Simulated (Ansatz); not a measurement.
# Isomers and spin states of GeH2

Ansatz 0.2.0, basis cc-pVDZ; geometries are PBE0/def2-TZVP minima. Wave-function levels freeze the cores with the filled d shells of p-block atoms; HF, MP2 and coupled cluster are restricted for singlets and unrestricted otherwise, restricted open-shell where a d shell is frozen, Kohn–Sham unrestricted where that lies lower. The reference is full CI, exact within the basis. Semilocal and hybrid functionals correlate all electrons outside any core potential and usually lie nearer their basis limit than the reference, so part of their error here is the reference's basis and frozen-core error; RPA and the MP2 part of double hybrids freeze the same cores as the reference. None of these values is a measured one. Energies are electronic, without zero-point terms. No spin–orbit coupling and no scalar relativity. The set is small: such energies can lie up to about 0.3 eV from the limit, spin gaps mostly less, so near ties and functionals' places can change in larger sets. The species are chosen: bound, without strong static correlation by their natural occupations or amplitudes, and with a ladder that closes on the reference, so errors are smaller than for species at large; levels whose determinant breaks symmetry or spin markedly are left out.

A. triplet; Ge–H 1.541, angle at Ge 120°. Coordinates (Å): Ge 0.000 -0.021 0.000; H 0.000 0.749 -1.334; H 0.000 0.749 1.334
B. singlet; Ge–H 1.594, angle at Ge 91°. Coordinates (Å): Ge 0.000 -0.030 0.000; H 0.000 1.091 -1.133; H 0.000 1.091 1.133

From bonding and spin, estimate the order of these in energy at full CI, each at its own geometry.

At full CI, above the lowest of those listed: B (0.000 eV), A (0.957 eV).

```csv
level,A less B (eV)
full CI,0.957
HF,0.455
MP2,0.800
CCSD(T),0.956
CCSDT,0.955
CCSDT(Q),0.956
PBE,1.009
wB97M-V,1.088
RPA-PBE,1.090
```

Every level shown puts the same form lowest.

The geometries are PBE0's, not this basis's own minima.
